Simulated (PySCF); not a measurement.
Molecule: `S=C(OC)C`, C3H6OS.

Molfile (atoms numbered from 1):
```
C3H6OS
     RDKit          3D

 11 10  0  0  0  0  0  0  0  0999 V2000
   -0.5413   -1.2970   -0.6082 C   0  0  0  0  0  0  0  0  0  0  0  0
   -1.0931    0.0009   -0.5730 O   0  0  0  0  0  0  0  0  0  0  0  0
   -0.4649    1.0191    0.0159 C   0  0  0  0  0  0  0  0  0  0  0  0
    0.8714    0.7411    0.6377 C   0  0  0  0  0  0  0  0  0  0  0  0
   -1.1701    2.4892    0.0287 S   0  0  0  0  0  0  0  0  0  0  0  0
   -1.2637   -1.9198   -1.1497 H   0  0  0  0  0  0  0  0  0  0  0  0
   -0.4030   -1.7113    0.4032 H   0  0  0  0  0  0  0  0  0  0  0  0
    0.4207   -1.3203   -1.1444 H   0  0  0  0  0  0  0  0  0  0  0  0
    0.7914   -0.0280    1.4239 H   0  0  0  0  0  0  0  0  0  0  0  0
    1.5872    0.3640   -0.1115 H   0  0  0  0  0  0  0  0  0  0  0  0
    1.2655    1.6620    1.0773 H   0  0  0  0  0  0  0  0  0  0  0  0
  1  2  1  0
  2  3  1  0
  3  4  1  0
  3  5  2  0
  1  6  1  0
  1  7  1  0
  1  8  1  0
  4  9  1  0
  4 10  1  0
  4 11  1  0
M  END
```

Geometry PBE0-D3(BJ)/def2-SVP throughout; GIAO in PySCF 2.14, gas phase, one conformer, non-relativistic; equivalent atoms averaged; basis pcSseg-2.

For orientation, BP86 gives these absolute shieldings σ: C3 -44.2, C1 118.8, C4 146.5, O2 67.5, S5 5.3, H6/H7/H8 27.28, H9/H10/H11 28.49 ppm.

A run gave: C3 -31.7, C1 123.5, C4 151.1, O2 74.4, S5 93.4, H6/H7/H8 27.26, H9/H10/H11 28.43 ppm (absolute shieldings σ).

Problem. Which functional was used in that run?
A. HF
B. KT2
C. B97-D
D. KT3

Solution. B. H9/H10/H11 tells them apart best: KT2 gives 28.43, KT3 gives 28.64, HF gives 29.06, B97-D gives 28.65 ppm.
